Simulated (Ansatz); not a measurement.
Born–Oppenheimer molecular dynamics of AlH₃ (4 atoms, charge 0, multiplicity 1). It starts at the highest image of a converged band, a first-order saddle point between two minima.

Computed with RKS r2SCAN/def2-SVP in Ansatz 0.2.0.

```
ensemble                      : NVE (velocity Verlet)
time step                     : 0.5 fs
steps asked                   : 200
starting velocities drawn for : 100 K
seed                          : 8752
```

First frame:

```xyz
4
Properties=species:S:1:pos:R:3
Al -0.273 0.000 0.613
H 1.151 0.000 1.322
H 1.358 0.000 -0.111
H -0.667 0.000 -0.917
```

Problem. How far do the bonds stretch over the last three quarters of this one trajectory? (Pairs bonded in most of those frames.)

Solution. 
```json
{"bond": "Al1–H2", "mean (Å)": "1.710", "spread (Å)": "0.164", "shortest": "1.37", "longest": "2.01"}
{"bond": "Al1–H3", "mean (Å)": "1.622", "spread (Å)": "0.098", "shortest": "1.44", "longest": "1.82"}
{"bond": "Al1–H4", "mean (Å)": "1.665", "spread (Å)": "0.081", "shortest": "1.47", "longest": "1.80"}
```

Mean temperature of the second half: 4795 K. The conserved energy stayed within 1.1 meV per atom of its start (net change -0.015 meV per atom), so the integration is sound. The kinetic energy rose, since the run started high on the potential surface and went downhill. A run of 0.1 ps of so small a system gives no equilibrium averages. The orbitals stay closed-shell, which can raise the energy where a bond breaks towards radicals; this wasn't checked here.

Time of the run: 2.6 min on 1 thread of Arm Neoverse V1, with other jobs on the host, peak memory 0.082 GiB.
